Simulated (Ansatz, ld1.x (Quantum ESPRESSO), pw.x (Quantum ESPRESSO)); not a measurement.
## N (Z = 7): does the RRKJ potential hold in the solid?

ld1.x (Quantum ESPRESSO) 7.5 input, shortened:

```
&input
   title='N', zed=7., rel=1, dft='PBESOL', iswitch=3,
   config='[He] 2s2 2p3'
 /
 &inputp
   pseudotype=2, tm=.false., lloc=-1, rcloc=1.50,
   nlcc=.false.
 /
2
2S  1  0   2.00   0.00  1.10  1.10  0.0
2P  2  1   3.00   0.00  1.60  1.60  0.0
 &test
   configts(1)='2s2 2p3'
 /
```

Crystal test: sc N in pw.x 7.5, no spin, 18³ k-points, Fermi–Dirac smearing 0.01 Ry, cutoffs 100/400 Ry. The reference is all-electron LAPW (Ansatz 0.2.0) with the same functional, mesh and smearing; V0 and B0 come from Birch–Murnaghan fits to the pressures at five volumes. Errors are pseudo minus all-electron; Δ is the rms difference of the E(V) curves that follow from these fits, minima aligned, over ±6 % about the mean V0. Mesh and smearing are coarse, so the numbers serve the comparison and aren't converged zero-temperature values; the lattice is a test structure that the element need not adopt. Spin polarisation is left out.

All-electron: a0 = 1.835 Å (V0 = 6.18 Å³/atom), B0 = 247.3 GPa.

**Question.** How far does the potential miss the all-electron equation of state?

**Answer.** mean pressure error (GPa): +7.29; a0 (Å): 1.853; a0 error (%): +0.95; B0 error (%): -0.3; Δ (meV/atom): 9.6. This is a poor potential for the solid.

```json
{"V (Å³/atom)": "5.900", "P all-electron (GPa)": "12.35", "P pseudo (GPa)": "20.82"}
{"V (Å³/atom)": "6.056", "P all-electron (GPa)": "5.35", "P pseudo (GPa)": "13.17"}
{"V (Å³/atom)": "6.211", "P all-electron (GPa)": "-1.16", "P pseudo (GPa)": "6.08"}
{"V (Å³/atom)": "6.366", "P all-electron (GPa)": "-7.01", "P pseudo (GPa)": "-0.30"}
{"V (Å³/atom)": "6.522", "P all-electron (GPa)": "-12.12", "P pseudo (GPa)": "-5.90"}
```

**Question.** At the middle volume, how do free energy and pressure move when the wave cutoff is lowered (ecutrho kept at four times it)?

**Answer.**

```tsv
cutoff (Ry)	shift of F (meV/atom)	shift of P (GPa)
45	+658.7	-55.47
60	+136.0	-16.14
80	+8.8	-2.12
```

The run at the middle volume (220 k-points, 6 iterations) took about 12 s on one core of a shared host (Neoverse-V1, 32 threads, 247 GiB, load 17).
